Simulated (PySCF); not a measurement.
Vibration and rotation of PH⁺

UHF-CCSD(T) constants of PH⁺, ²Π (doublet), unpaired electrons π ↑ (basis P def2-TZVPPD, H def2-TZVPPD; no relativity; PySCF 2.14; masses 30.9738 and 1.0078 u):

- ωe: 2388.4 cm⁻¹
- ωexe: 41.1 cm⁻¹
- Be: 8.492 cm⁻¹
- αe: 0.237 cm⁻¹
- De to P⁺ + H: 3.43 eV

What force constant and bond length do these constants imply?

Reduced mass μred = 0.97607 u; k = 5.8918×10⁻⁷·μred·ωe² (u, cm⁻¹, mdyn/Å) = 3.28 mdyn/Å; Re = √(16.8576/(μred·Be)) (u, cm⁻¹, Å) = 1.426 Å.

Estimate the centrifugal constant D from the Kratzer relation and find the Dunham coefficient a1.

D = 4Be³/ωe² = 0.000429 cm⁻¹; a1 = −1 − αeωe/(6Be²) = -2.31.

Correlated steps freeze 5 core orbitals. For an ion De counts to the pair picked by the measured ionisation energies or electron affinities, which need not be the lowest pair at this level. The state is the lowest determinant that a PBE0 search found; another state may lie lower at other levels.
